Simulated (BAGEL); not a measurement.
**NO+ (nitrosonium) at HF/def2-SVP (DC, density fitting with tzvpp-jkfit)**

What is the energy change on altering one bond length of NO+ (nitrosonium) at HF/def2-SVP (DC, density fitting with tzvpp-jkfit)? 

The results are computed with BAGEL 1.2.2.

6 further runs of the same task are left out: 6 set aside as unsound or not needed.

## 1. Starting point

NO+: 2 atoms, total charge +1, spin state singlet. SMILES: `N#[O+]`. The bond length is the measured one.

Bond lengths: N1–O2 1.063 Å.

## 2. A single-point energy at HF/def2-SVP (DC, density fitting with tzvpp-jkfit)

Input file input.json:

```json
{ "bagel" : [

{
  "title" : "molecule",
  "basis" : "svp",
  "df_basis" : "tzvpp-jkfit",
  "angstrom" : "true",
  "finite_nucleus" : "true",
  "geometry" : [
    { "atom" : "N", "xyz" : [       0.000000,       0.000000,       0.000000 ] },
    { "atom" : "O", "xyz" : [       0.000000,       0.000000,       1.063220 ] }
  ]
},

{ "title" : "hf", "charge" : 1 },

{ "title" : "dhf", "charge" : 1, "gaunt" : "false", "breit" : "false", "thresh" : 1.0e-5, "pop" : "true" }

]}
```

Run with:

```sh
$ BAGEL_NUM_THREADS=1 BAGEL input.json > input.out
```

Standard output:

```text
* using 1 threads per process

  ===============================================================
  ===============================================================

  *** Geometry ***

  { "atom" : "N", "xyz" : [      0.000000,      0.000000,      0.000000 ] },
  { "atom" : "O", "xyz" : [      0.000000,      0.000000,      2.009195 ] },

  Number of auxiliary basis functions:      154

  Since a DF basis is specified, we compute 2- and 3-index integrals:
    o Being stored without compression. Storage requirement is 0.001 GB

  Number of basis functions:       28
  Number of electrons      :       15

    * METHOD: MOLECULE                             0.03

  *** RHF ***

  === Nuclear Repulsion ===
    27.8718645224

      * DIIS with orbital gradients will be used.

  === RHF iteration (svp) ===
      0       -128.75102697          0.03113414           0.00
      1       -128.77810773          0.02232311           0.00
      2       -128.79915072          0.00527848           0.00
      3       -128.80052206          0.00055527           0.00
      4       -128.80055063          0.00004726           0.00
      5       -128.80055078          0.00000807           0.00
      6       -128.80055079          0.00000183           0.00
      7       -128.80055079          0.00000021           0.00
      8       -128.80055079          0.00000008           0.00
      9       -128.80055079          0.00000001           0.00
     10       -128.80055079          0.00000000           0.00
    * SCF iteration converged.

    * Permanent dipole moment:
           (    0.000000,    -0.000000,     0.283527) a.u.

    * METHOD: HF                                   0.06

  *** Geometry (Relativistic) ***

  *** Dirac HF ***

  === Nuclear Repulsion ===
    27.8718645224

      * DIIS with orbital gradients will be used.

  === Dirac RHF iteration (svp, RKB) ===
      0       -128.88630439          0.00008966           0.17
imaginary part of energy is nonzero!! Perhaps Fock is not Hermite for some reasons 1.170798676e-12
      1       -128.88630487          0.00001998           0.22
imaginary part of energy is nonzero!! Perhaps Fock is not Hermite for some reasons -1.510683963e-12
      2       -128.88630515          0.00001966           0.20
      3       -128.88630573          0.00000363           0.20
    * SCF iteration converged.

    * Permanent dipole moment: Dirac Hartree-Fock
           (    0.000000,    -0.000000,     0.283066) a.u.
    * Printing out population analysis to dhf.log

    * METHOD: DHF                                  1.04

  ===============================================================
```

dhf.log:

```text
spatial MO 1 n_0:s      0.00071466
spatial MO 1 n_0:p      0.00065307
spatial MO 1 n_0:d     -0.00010697
spatial MO 1 o_0:s      0.99873639
spatial MO 1 o_0:p      0.00000230
spatial MO 1 o_0:d      0.00000054

spatial MO 1 Positive energy basis functions: 0.99923342
spatial MO 1 Negative energy basis functions: 0.00076658

spatial MO 2 n_0:s      1.00115084
spatial MO 2 n_0:p      0.00001178
spatial MO 2 n_0:d      0.00000220
spatial MO 2 o_0:s     -0.00040255
spatial MO 2 o_0:p     -0.00069888
spatial MO 2 o_0:d     -0.00006339

spatial MO 2 Positive energy basis functions: 0.99941842
spatial MO 2 Negative energy basis functions: 0.00058158

spatial MO 3 n_0:s      0.23791091
spatial MO 3 n_0:p      0.12507483
spatial MO 3 n_0:d      0.00902085
spatial MO 3 o_0:s      0.51414433
spatial MO 3 o_0:p      0.10953708
spatial MO 3 o_0:d      0.00431199

spatial MO 3 Positive energy basis functions: 0.99991203
spatial MO 3 Negative energy basis functions: 0.00008797

spatial MO 4 n_0:s      0.26017870
spatial MO 4 n_0:p      0.00927808
spatial MO 4 n_0:d     -0.00010026
spatial MO 4 o_0:s      0.37286508
spatial MO 4 o_0:p      0.35498172
spatial MO 4 o_0:d      0.00279669

spatial MO 4 Positive energy basis functions: 0.99991324
spatial MO 4 Negative energy basis functions: 0.00008676

spatial MO 5 n_0:s      0.00003277
spatial MO 5 n_0:p      0.34032472
spatial MO 5 n_0:d      0.01475383
spatial MO 5 o_0:s     -0.00000008
spatial MO 5 o_0:p      0.63715002
spatial MO 5 o_0:d      0.00773874

spatial MO 5 Positive energy basis functions: 0.99994086
spatial MO 5 Negative energy basis functions: 0.00005914

spatial MO 6 n_0:s      0.00000000
spatial MO 6 n_0:p      0.34089542
spatial MO 6 n_0:d      0.01475707
spatial MO 6 o_0:s      0.00000000
spatial MO 6 o_0:p      0.63660138
spatial MO 6 o_0:d      0.00774613

[... 150 lines left out ...]
spatial MO 21 Positive energy basis functions: 0.99990831
spatial MO 21 Negative energy basis functions: 0.00009169

spatial MO 22 n_0:s      0.00000000
spatial MO 22 n_0:p      0.00000000
spatial MO 22 n_0:d      0.83406259
spatial MO 22 o_0:s      0.00000000
spatial MO 22 o_0:p      0.00000000
spatial MO 22 o_0:d      0.16593741

spatial MO 22 Positive energy basis functions: 0.99990831
spatial MO 22 Negative energy basis functions: 0.00009169

spatial MO 23 n_0:s      0.00000000
spatial MO 23 n_0:p     -0.00000000
spatial MO 23 n_0:d      0.16600383
spatial MO 23 o_0:s      0.00000000
spatial MO 23 o_0:p      0.00000000
spatial MO 23 o_0:d      0.83399617

spatial MO 23 Positive energy basis functions: 0.99988519
spatial MO 23 Negative energy basis functions: 0.00011481

spatial MO 24 n_0:s      0.00000000
spatial MO 24 n_0:p      0.00000000
spatial MO 24 n_0:d      0.16593741
spatial MO 24 o_0:s      0.00000000
spatial MO 24 o_0:p      0.00000000
spatial MO 24 o_0:d      0.83406259

spatial MO 24 Positive energy basis functions: 0.99988518
spatial MO 24 Negative energy basis functions: 0.00011482

spatial MO 25 n_0:s      0.00251929
spatial MO 25 n_0:p      0.00616795
spatial MO 25 n_0:d      0.75676624
spatial MO 25 o_0:s      0.03248079
spatial MO 25 o_0:p      0.07405867
spatial MO 25 o_0:d      0.12800705

spatial MO 25 Positive energy basis functions: 0.99985470
spatial MO 25 Negative energy basis functions: 0.00014530

spatial MO 26 n_0:s      0.00000000
spatial MO 26 n_0:p      0.00437888
spatial MO 26 n_0:d      0.32314488
spatial MO 26 o_0:s      0.00000001
spatial MO 26 o_0:p      0.00006329
spatial MO 26 o_0:d      0.67241294

spatial MO 26 Positive energy basis functions: 0.99986207
spatial MO 26 Negative energy basis functions: 0.00013793

spatial MO 27 n_0:s     -0.00000000
spatial MO 27 n_0:p      0.00438505
spatial MO 27 n_0:d      0.32311312
spatial MO 27 o_0:s      0.00000000
spatial MO 27 o_0:p      0.00006467
spatial MO 27 o_0:d      0.67243715

spatial MO 27 Positive energy basis functions: 0.99986206
spatial MO 27 Negative energy basis functions: 0.00013794

spatial MO 28 n_0:s      0.03938595
spatial MO 28 n_0:p      0.02870130
spatial MO 28 n_0:d      0.11173362
spatial MO 28 o_0:s      0.03920682
spatial MO 28 o_0:p     -0.00200768
spatial MO 28 o_0:d      0.78297999

spatial MO 28 Positive energy basis functions: 0.99981143
spatial MO 28 Negative energy basis functions: 0.00018857
```

Wall time 1.4 s (1 thread of Intel Xeon Platinum 8259CL at 2.50GHz (Skylake/Cascade Lake), shared host).

## 3. The distorted shape

Input file input.json:

```json
{ "bagel" : [

{
  "title" : "molecule",
  "basis" : "svp",
  "df_basis" : "tzvpp-jkfit",
  "angstrom" : "true",
  "finite_nucleus" : "true",
  "geometry" : [
    { "atom" : "N", "xyz" : [    0.000000,    0.000000,   -0.106280 ] },
    { "atom" : "O", "xyz" : [    0.000000,    0.000000,    1.063220 ] }
  ]
},
{
  "title" : "hf",
  "charge" : 1
},
{
  "title" : "dhf",
  "charge" : 1,
  "gaunt" : "false",
  "breit" : "false",
  "thresh" : 1.0e-5,
  "pop" : "true"
}

]}
```

Run with:

```sh
$ BAGEL_NUM_THREADS=1 BAGEL input.json > input.out
```

Standard output:

```text
* using 1 threads per process

  ===============================================================
  ===============================================================

  *** Geometry ***

  { "atom" : "N", "xyz" : [      0.000000,      0.000000,     -0.200840 ] },
  { "atom" : "O", "xyz" : [      0.000000,      0.000000,      2.009195 ] },

  Number of auxiliary basis functions:      154

  Since a DF basis is specified, we compute 2- and 3-index integrals:
    o Being stored without compression. Storage requirement is 0.001 GB

  Number of basis functions:       28
  Number of electrons      :       15

    * METHOD: MOLECULE                             0.03

  *** RHF ***

  === Nuclear Repulsion ===
    25.3389686169

      * DIIS with orbital gradients will be used.

  === RHF iteration (svp) ===
      0       -128.66941030          0.03819916           0.00
      1       -128.66823182          0.04156982           0.00
      2       -128.74386590          0.00581044           0.00
      3       -128.74563236          0.00072805           0.00
      4       -128.74569208          0.00011611           0.00
      5       -128.74569332          0.00003592           0.00
      6       -128.74569353          0.00000630           0.00
      7       -128.74569353          0.00000123           0.00
      8       -128.74569353          0.00000030           0.00
      9       -128.74569353          0.00000006           0.00
     10       -128.74569353          0.00000001           0.00
    * SCF iteration converged.

    * Permanent dipole moment:
           (    0.000000,    -0.000000,     0.427006) a.u.

    * METHOD: HF                                   0.05

  *** Geometry (Relativistic) ***

  *** Dirac HF ***

  === Nuclear Repulsion ===
    25.3389686169

      * DIIS with orbital gradients will be used.

  === Dirac RHF iteration (svp, RKB) ===
      0       -128.83146378          0.00009027           0.22
      1       -128.83146429          0.00002727           0.18
      2       -128.83146419          0.00003348           0.17
imaginary part of energy is nonzero!! Perhaps Fock is not Hermite for some reasons 1.321426649e-12
      3       -128.83146587          0.00000536           0.15
    * SCF iteration converged.

    * Permanent dipole moment: Dirac Hartree-Fock
           (   -0.000000,     0.000000,     0.426323) a.u.
    * Printing out population analysis to dhf.log

    * METHOD: DHF                                  1.00

  ===============================================================
```

dhf.log:

```text
spatial MO 1 n_0:s      0.00046857
spatial MO 1 n_0:p      0.00051319
spatial MO 1 n_0:d     -0.00005777
spatial MO 1 o_0:s      0.99907440
spatial MO 1 o_0:p      0.00000141
spatial MO 1 o_0:d      0.00000020

spatial MO 1 Positive energy basis functions: 0.99923308
spatial MO 1 Negative energy basis functions: 0.00076692

spatial MO 2 n_0:s      1.00062374
spatial MO 2 n_0:p      0.00000717
spatial MO 2 n_0:d      0.00000132
spatial MO 2 o_0:s     -0.00015510
spatial MO 2 o_0:p     -0.00042223
spatial MO 2 o_0:d     -0.00005489

spatial MO 2 Positive energy basis functions: 0.99941811
spatial MO 2 Negative energy basis functions: 0.00058189

spatial MO 3 n_0:s      0.23475813
spatial MO 3 n_0:p      0.10058938
spatial MO 3 n_0:d      0.00777769
spatial MO 3 o_0:s      0.56143737
spatial MO 3 o_0:p      0.09206686
spatial MO 3 o_0:d      0.00337057

spatial MO 3 Positive energy basis functions: 0.99991770
spatial MO 3 Negative energy basis functions: 0.00008230

spatial MO 4 n_0:s      0.39248410
spatial MO 4 n_0:p      0.01499611
spatial MO 4 n_0:d     -0.00011517
spatial MO 4 o_0:s      0.33829913
spatial MO 4 o_0:p      0.25221418
spatial MO 4 o_0:d      0.00212164

spatial MO 4 Positive energy basis functions: 0.99991361
spatial MO 4 Negative energy basis functions: 0.00008639

spatial MO 5 n_0:s      0.27641605
spatial MO 5 n_0:p      0.40531317
spatial MO 5 n_0:d      0.00442972
spatial MO 5 o_0:s      0.03565235
spatial MO 5 o_0:p      0.27658039
spatial MO 5 o_0:d      0.00160832

spatial MO 5 Positive energy basis functions: 0.99993310
spatial MO 5 Negative energy basis functions: 0.00006690

spatial MO 6 n_0:s      0.00000281
spatial MO 6 n_0:p      0.33164871
spatial MO 6 n_0:d      0.01101770
spatial MO 6 o_0:s      0.00000417
spatial MO 6 o_0:p      0.65152308
spatial MO 6 o_0:d      0.00580354

[... 150 lines left out ...]
spatial MO 21 Positive energy basis functions: 0.99990783
spatial MO 21 Negative energy basis functions: 0.00009217

spatial MO 22 n_0:s      0.00000000
spatial MO 22 n_0:p      0.00000000
spatial MO 22 n_0:d      0.89318528
spatial MO 22 o_0:s      0.00000000
spatial MO 22 o_0:p      0.00000000
spatial MO 22 o_0:d      0.10681472

spatial MO 22 Positive energy basis functions: 0.99990782
spatial MO 22 Negative energy basis functions: 0.00009218

spatial MO 23 n_0:s      0.00000000
spatial MO 23 n_0:p     -0.00000000
spatial MO 23 n_0:d      0.10687149
spatial MO 23 o_0:s      0.00000000
spatial MO 23 o_0:p      0.00000000
spatial MO 23 o_0:d      0.89312851

spatial MO 23 Positive energy basis functions: 0.99988649
spatial MO 23 Negative energy basis functions: 0.00011351

spatial MO 24 n_0:s     -0.00000000
spatial MO 24 n_0:p      0.00000000
spatial MO 24 n_0:d      0.10681472
spatial MO 24 o_0:s      0.00000000
spatial MO 24 o_0:p      0.00000000
spatial MO 24 o_0:d      0.89318528

spatial MO 24 Positive energy basis functions: 0.99988648
spatial MO 24 Negative energy basis functions: 0.00011352

spatial MO 25 n_0:s      0.00749327
spatial MO 25 n_0:p      0.01730199
spatial MO 25 n_0:d      0.76028806
spatial MO 25 o_0:s      0.01615250
spatial MO 25 o_0:p      0.05579882
spatial MO 25 o_0:d      0.14296535

spatial MO 25 Positive energy basis functions: 0.99986726
spatial MO 25 Negative energy basis functions: 0.00013274

spatial MO 26 n_0:s     -0.00000000
spatial MO 26 n_0:p      0.00260060
spatial MO 26 n_0:d      0.31258031
spatial MO 26 o_0:s      0.00000000
spatial MO 26 o_0:p      0.00155466
spatial MO 26 o_0:d      0.68326442

spatial MO 26 Positive energy basis functions: 0.99986793
spatial MO 26 Negative energy basis functions: 0.00013207

spatial MO 27 n_0:s      0.00000000
spatial MO 27 n_0:p      0.00260152
spatial MO 27 n_0:d      0.31254362
spatial MO 27 o_0:s      0.00000000
spatial MO 27 o_0:p      0.00155423
spatial MO 27 o_0:d      0.68330064

spatial MO 27 Positive energy basis functions: 0.99986792
spatial MO 27 Negative energy basis functions: 0.00013208

spatial MO 28 n_0:s      0.01158226
spatial MO 28 n_0:p      0.00464660
spatial MO 28 n_0:d      0.16260143
spatial MO 28 o_0:s      0.03383887
spatial MO 28 o_0:p      0.00346492
spatial MO 28 o_0:d      0.78386594

spatial MO 28 Positive energy basis functions: 0.99983228
spatial MO 28 Negative energy basis functions: 0.00016772
```

Wall time 1.3 s (1 thread of Intel Xeon Platinum 8259CL at 2.50GHz (Skylake/Cascade Lake), shared host).

## 4. Results

At HF/def2-SVP (DC, density fitting with tzvpp-jkfit):

```
                                                         quantity          value
                                        first shape: total energy  -128.88631 Eh
                                    distorted shape: total energy  -128.83147 Eh
energy change with the N1–O2 bond stretched from 1.063 to 1.169 Å       1.492 eV
```

With the N1–O2 bond stretched from 1.063 to 1.169 Å the energy rises by 1.49 eV (144 kJ/mol). The first shape isn't relaxed at this level, so the change isn't measured from a minimum.
